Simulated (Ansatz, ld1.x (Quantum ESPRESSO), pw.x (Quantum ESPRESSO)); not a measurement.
# thallium (Tl): does the TM potential hold in the solid?

ld1.x (Quantum ESPRESSO) 7.5 input, shortened:

```
&input
   title='Tl', zed=81., rel=1, dft='PW', iswitch=3,
   config='[Xe] 4f14 5d10 6s2 6p1'
 /
 &inputp
   pseudotype=2, tm=.true., lloc=0,
   nlcc=.false.
 /
3
6P  2  1   1.00   0.00  3.68  3.68  0.0
5D  3  2  10.00   0.00  2.00  2.00  0.0
6S  1  0   2.00   0.00  2.34  2.34  0.0
 &test
   configts(1)='5d10 6s2 6p1'
 /
```

Crystal test: bcc Tl in pw.x 7.5, no spin, 12³ k-points, Fermi–Dirac smearing 0.01 Ry, cutoffs 100/400 Ry. The reference is all-electron LAPW (Ansatz 0.2.0) with the same functional, mesh and smearing; V0 and B0 come from Birch–Murnaghan fits to the pressures at five volumes. Errors are pseudo minus all-electron; Δ is the rms difference of the E(V) curves that follow from these fits, minima aligned, over ±6 % about the mean V0. Mesh and smearing are coarse, so the numbers serve the comparison and aren't converged zero-temperature values; the lattice is a test structure that the element need not adopt.

All-electron: a0 = 3.795 Å (V0 = 27.32 Å³/atom), B0 = 42.4 GPa.

Problem. How far does the potential miss the all-electron equation of state?

Solution. mean pressure error (GPa): +0.29; a0 (Å): 3.803; a0 error (%): +0.23; B0 error (%): +1.0; Δ (meV/atom): 1.8. The largest radius (3.68 bohr) exceeds half the bond length (3.11 bohr), so the spheres overlap, which is one possible source of error among others.

| V (Å³/atom) | P all-electron (GPa) | P pseudo (GPa) |
| --- | --- | --- |
| 26.120 | 2.15 | 2.56 |
| 26.808 | 0.85 | 1.18 |
| 27.495 | -0.27 | 0.01 |
| 28.182 | -1.21 | -0.97 |
| 28.870 | -2.01 | -1.81 |

Problem. At the middle volume, how do free energy and pressure move when the wave cutoff is lowered (ecutrho kept at four times it)?

Solution.

```
cutoff (Ry)  shift of F (meV/atom)  shift of P (GPa)
         45                 +180.2             -9.76
         60                  +22.7             -0.02
         80                   +5.9             -0.16
```

The run at the middle volume (72 k-points, 7 iterations) took about 57 s on one core of a shared host (Neoverse-N1, 64 threads, 124 GiB, load 57).
